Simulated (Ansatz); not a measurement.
Results of rVV10 (PAW; Ansatz, a program for electronic structure) for chalcopyrite CuGaSe2.

Run with plane-wave cutoff 500 eV, 10×10×10 k mesh, Fermi–Dirac smearing 0.05 eV, no spin polarisation, scalar-relativistic PAW data made under PBE.

Computed at the level's own relaxed cell.

Task: Give the computed volume per atom, lattice constant a and c axis length.

Result: 
* **volume per atom**: 23.00 Å³/atom
* **lattice constant a**: 5.699 Å
* **c axis length**: 11.329 Å

Measured, for comparison: lattice constant a 5.619 Å (293 K, no zero-point or thermal correction, our sources range from 5.596 to 5.619; as tabulated in Souilah et al., J. Solid State Chem. 183, 2274 (2010), by the Crystallography …); lattice parameter c 11.026 Å (293 K, no zero-point or thermal correction; as tabulated in Souilah et al., J. Solid State Chem. 183, 2274 (2010), by the Crystallography …). Computed (rounded) less measured: lattice constant a +1.4 % (+1.4 % to +1.8 % over the range), lattice parameter c +2.7 %.

The result took very roughly 11 core-minutes.
